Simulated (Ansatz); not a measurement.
Coupled-cluster diagnostics for Si₃⁺, Ansatz.

Geometry of the doublet (B3LYP-D4/def2-TZVP):

```xyz
3

Si   -0.727    1.048    0.574
Si    0.334    0.149   -1.179
Si    0.393   -1.198    0.605
```

Correlated methods freeze 15 core orbitals. In CCSD on the charge 1 doublet the largest single amplitude is 0.23, so its Hartree–Fock determinant may place the open shell otherwise than the density functionals do. The geometry of the doublet was relaxed on an unsound state (⟨S²⟩ 1.10, where a pure state has 0.75). The structure comes from a short search, and lower isomers may exist.

Geometry of the charge 1 quartet (B3LYP-D4/def2-TZVP):

```tsv
atom	x (Å)	y (Å)	z (Å)
Si1	-0.315	-1.183	-0.537
Si2	-0.266	1.128	-0.666
Si3	0.581	0.055	1.203
```

Question: Estimate the CCSD(T) correlation energy, the shares of MP2 and (T), T1 and the reference's ⟨S²⟩ for: charge 1, doublet, own geometry in def2-TZVPP; charge 1, quartet, own geometry in def2-TZVPP; and the rough time on 4 threads of Arm Neoverse V1 on a shared host.

Answer: 
| state | basis | correlation (eV) | MP2 share (%) | (T) share (%) | T1 | ⟨S²⟩ (pure) | wall time | remarks |
| --- | --- | --- | --- | --- | --- | --- | --- | --- |
| charge 1, doublet, own geometry | def2-TZVPP | -8.388 | 79.5 | 8.0 | 0.078 | 1.73 (0.75) | 4 s | large T1 (0.078), spin-contaminated (⟨S²⟩ 1.73) |
| charge 1, quartet, own geometry | def2-TZVPP | -8.262 | 84.3 | 7.9 | 0.024 | 3.80 (3.75) | 3.2 s | – |
Customary marks for T1 are 0.02 (closed shells), 0.045 (open shells) and about 0.05 (3d metals). T1 exceeds 0.02 in 2 of 2 rows and 0.045 in 1; the higher it lies, the less the single-reference result can be trusted.
